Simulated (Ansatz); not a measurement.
Compare A (`C#CCOCC`) with its isomer B (`C#CC(C)OC`).

Isolated molecules relaxed with PBE0-D4/def2-TZVP in Ansatz; ΔE leaves out vibrations. CCSD(T)/CBS adds triple-zeta CCSD(T) − MP2 to the extrapolated MP2 energy (def2 sets, frozen cores). DFT in def2-TZVPP. B3LYP here is the variant with VWN-RPA as its local correlation; programs differ in this. One conformer a species, not always the lowest.

A:

```xyz
14

C    -2.464    1.662   -0.272
C    -1.954    0.651    0.124
C    -1.332   -0.581    0.605
O    -0.159   -0.930   -0.078
C     0.905   -0.027    0.139
C     2.108   -0.519   -0.622
H    -2.919    2.557   -0.626
H    -2.028   -1.413    0.470
H    -1.139   -0.483    1.685
H     1.123    0.032    1.217
H     0.618    0.979   -0.193
H     2.953    0.156   -0.470
H     2.397   -1.517   -0.287
H     1.891   -0.565   -1.691
```

B:

```xyz
14

C    -0.665    1.729   -1.597
C    -0.417    1.017   -0.664
C    -0.120    0.145    0.478
C    -1.351   -0.090    1.331
O     0.361   -1.115    0.071
C     1.598   -1.059   -0.592
H    -0.889    2.359   -2.426
H     0.653    0.646    1.085
H    -1.749    0.858    1.694
H    -2.119   -0.592    0.742
H    -1.088   -0.720    2.182
H     1.885   -2.085   -0.819
H     1.531   -0.489   -1.526
H     2.370   -0.603    0.043
```

Problem. Which is lower in electronic energy at CCSD(T)/CBS, and by how much? (Best estimate.)

Solution. Computed: B, by 0.8 kcal/mol.

Problem. Give E(B) − E(A) in kcal/mol with B3LYP, CCSD/def2-TZVPP, MP2/def2-TZVPP, ωB97M-V, B3LYP-D4, r2SCAN-D4, CCSD(T)/def2-TZVPP. (Best estimate.)

Solution. Ansatz gave: B3LYP 0.2, CCSD/def2-TZVPP -0.6, MP2/def2-TZVPP -1.3, ωB97M-V -0.5, B3LYP-D4 -0.4, r2SCAN-D4 -0.5, CCSD(T)/def2-TZVPP -0.8. The order is the other way round with B3LYP.

Largest T1 diagnostic: 0.011.

In def2-TZVPP, CCSD(T) changes the Hartree–Fock value by −1.1 kcal/mol (the triples alone add −0.2 kcal/mol) and MP2 by −1.5 kcal/mol.
